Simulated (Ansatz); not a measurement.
`N#C/C=C/F`, relaxed with RKS PBE0-D4/def2-TZVP in Ansatz from a PBE-D4/def2-SVP geometry. The force threshold is 0.005 eV/Å; the program also tests the step.

The species carries charge 0 and has multiplicity 1.

Start:

```xyz
7

N     1.390   -2.137   -0.400
C     0.796   -1.123   -0.434
C     0.074    0.102   -0.486
C    -0.535    0.612    0.607
F    -1.207    1.755    0.552
H     0.015    0.643   -1.444
H    -0.534    0.148    1.607
```

(1) By how much does the energy fall, and how many steps does the optimiser take? (Estimate.)

(2) Which bonds change most? (Best estimate.)

(3) Give the relaxed structure. (Estimate.)

## Answers

(1) The calculation gave: 1.47 kcal/mol, in 6 steps.

(2) Computed: C3–C4 from 1.351 to 1.328 Å; N1–C2 from 1.175 to 1.152 Å; C4–H7 from 1.103 to 1.084 Å; C3–H6 from 1.102 to 1.084 Å.

(3) Ansatz gave: 
```xyz
7

N     1.370   -2.104   -0.391
C     0.784   -1.113   -0.422
C     0.069    0.108   -0.484
C    -0.525    0.600    0.597
F    -1.195    1.737    0.552
H     0.018    0.632   -1.431
H    -0.521    0.139    1.578
```
